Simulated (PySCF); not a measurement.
State search for BS

Unrestricted PBE0; PySCF, no relativity, basis sets B STO-3G, S STO-3G. Outer shells of the fragments: B 2s2 2p1; S 3s2 3p4.

Followed along the bond (rough minima from three points):

```
2Ms+1   unpaired  ⟨S²⟩ at the start  R at minimum (Å)  Te (eV)
    2        σ ↑               0.83              1.58     0.00
    4  σ ↑, π ↑↑               3.76              1.79     4.24
```

Solutions found at the starting distance of 1.800 Å, counted from the lowest of them; the search is not exhaustive and high or unbound solutions are not listed, so other states can lie among these:

```json
{"2Ms+1": "2", "unpaired": "σ ↑", "term": "²Σ⁺", "E (eV)": "0.00", "⟨S²⟩": "0.83", "⟨Lz²⟩": "0.00", "μ (D)": "-1.00"}
{"2Ms+1": "2", "unpaired": "π ↑", "term": "²Π", "E (eV)": "1.72", "⟨S²⟩": "0.75", "⟨Lz²⟩": "1.01", "μ (D)": "1.50"}
{"2Ms+1": "4", "unpaired": "σ ↑, π ↑↑", "term": "mixed", "E (eV)": "3.18", "⟨S²⟩": "3.76", "⟨Lz²⟩": "2.00", "μ (D)": "0.16"}
{"2Ms+1": "4", "unpaired": "σ ↑, π ↑↑", "term": "mixed", "E (eV)": "3.64", "⟨S²⟩": "3.75", "⟨Lz²⟩": "2.00", "μ (D)": "-0.11"}
{"2Ms+1": "2", "unpaired": "σ ↑, π ↑↓", "term": "mixed", "E (eV)": "3.90", "⟨S²⟩": "1.75", "⟨Lz²⟩": "2.00", "μ (D)": "-0.31"}
{"2Ms+1": "4", "unpaired": "σ ↑↑, π ↑", "term": "⁴Π", "E (eV)": "6.83", "⟨S²⟩": "3.80", "⟨Lz²⟩": "1.00", "μ (D)": "0.66"}
```

A term symbol is given only where ⟨S²⟩ and ⟨Lz²⟩ are close to those of a pure state; real π, δ and φ orbitals otherwise mix terms. A positive dipole means B(−)S(+).

**Question.** Compare the gap between the two lowest followed solutions at the starting distance with the gap between their minima.

**Answer.** At PBE0 the second solution (quartet, unpaired electrons σ ↑, π ↑↑) lies +3.18 eV from the first (doublet, unpaired electrons σ ↑) at 1.800 Å and +4.24 eV at the minima; the two curves relax by different amounts, since their minima lie near 1.79 and 1.58 Å.

Counting both spins, an empty level lies below a filled one in some of these solutions, because spin and occupation are held. STO-3G is very small, so such numbers show the basis as much as the molecule.
